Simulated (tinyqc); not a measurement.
Inside a calculation. Method: LCCD on RHF in the sto-3g basis, frozen core, for H2F+, spin multiplicity 1. One step of it, computed by the program tinyqc.

Problem. Iteration 9 (converged): orbitals. Diagonalise F' = X^T F X, C = X C', fill 5 alpha and 5 beta electrons from the bottom; D = 2 C_occ C_occ^T. Each column has its largest component positive (the first on a tie).

converged F (hartree):
```
             1F 1s      1F 2s     1F 2px     1F 2py     1F 2pz      2H 1s      3H 1s
1F 1s   -26.564914  -6.775012   0.000000  -0.001837  -0.020656  -1.021677  -0.827490
1F 2s    -6.775012  -3.577063   0.000000  -0.013369  -0.088272  -1.074748  -0.917525
1F 2px    0.000000   0.000000  -0.998043   0.000000   0.000000   0.000000   0.000000
1F 2py   -0.001837  -0.013369   0.000000  -0.903862  -0.007632  -0.506274   0.456864
1F 2pz   -0.020656  -0.088272   0.000000  -0.007632  -0.942338  -0.381066  -0.347543
2H 1s    -1.021677  -1.074748   0.000000  -0.506274  -0.381066  -0.771428  -0.268212
3H 1s    -0.827490  -0.917525   0.000000   0.456864  -0.347543  -0.268212  -0.687050
```

X:
```
            1F 1s      1F 2s    1F 2px     1F 2py     1F 2pz      2H 1s      3H 1s
1F 1s    1.023474  -0.133857  0.000000  -0.000999  -0.004701   0.017450   0.014972
1F 2s   -0.133857   1.118869  0.000000   0.011123   0.043661  -0.201817  -0.162884
1F 2px   0.000000   0.000000  1.000000   0.000000   0.000000   0.000000   0.000000
1F 2py  -0.000999   0.011123  0.000000   1.053093   0.004500  -0.155725   0.135747
1F 2pz  -0.004701   0.043661  0.000000   0.004500   1.019720  -0.090144  -0.075408
2H 1s    0.017450  -0.201817  0.000000  -0.155725  -0.090144   1.103269  -0.059254
3H 1s    0.014972  -0.162884  0.000000   0.135747  -0.075408  -0.059254   1.076341
```

Give: F' = X^T F X; orbital energies; coefficients C; D after iteration 9.

Solution.

F' = X^T F X (hartree):
```
         1       2       3       4       5       6       7
1  -26.088  -3.432   0.000  -0.005  -0.038  -0.116  -0.076
2   -3.432  -2.262   0.000   0.011   0.032  -0.448  -0.375
3    0.000   0.000  -0.998   0.000   0.000   0.000   0.000
4   -0.005   0.011   0.000  -0.726   0.005  -0.407   0.369
5   -0.038   0.032   0.000   0.005  -0.869  -0.269  -0.241
6   -0.116  -0.448   0.000  -0.407  -0.269  -0.373  -0.059
7   -0.076  -0.375   0.000   0.369  -0.241  -0.059  -0.385
```

orbital energies (hartree): MO1 -26.574, MO2 -1.987, MO3 -1.108, MO4 -1.018, MO5 -0.998, MO6 -0.088, MO7 0.073

coefficients C:
```
           MO1     MO2     MO3     MO4    MO5     MO6     MO7
1F 1s    0.995  -0.252   0.013   0.058  0.000   0.091   0.030
1F 2s    0.022   0.960  -0.068  -0.291  0.000  -0.540  -0.189
1F 2px   0.000   0.000   0.000   0.000  1.000   0.000   0.000
1F 2py   0.000   0.012   0.742  -0.083  0.000   0.172  -0.751
1F 2pz   0.002   0.085   0.084   0.872  0.000  -0.509  -0.146
2H 1s   -0.004   0.088   0.367   0.186  0.000   0.516   0.923
3H 1s   -0.003   0.074  -0.318   0.257  0.000   0.867  -0.537
```

D after iteration 9:
```
         1F 1s   1F 2s  1F 2px  1F 2py  1F 2pz   2H 1s   3H 1s
1F 1s    2.114  -0.476   0.000   0.004   0.065  -0.021  -0.022
1F 2s   -0.476   2.024   0.000  -0.030  -0.356   0.011   0.035
1F 2px   0.000   0.000   2.000   0.000   0.000   0.000   0.000
1F 2py   0.004  -0.030   0.000   1.115  -0.017   0.516  -0.513
1F 2pz   0.065  -0.356   0.000  -0.017   1.550   0.402   0.407
2H 1s   -0.021   0.011   0.000   0.516   0.402   0.354  -0.125
3H 1s   -0.022   0.035   0.000  -0.513   0.407  -0.125   0.345
```
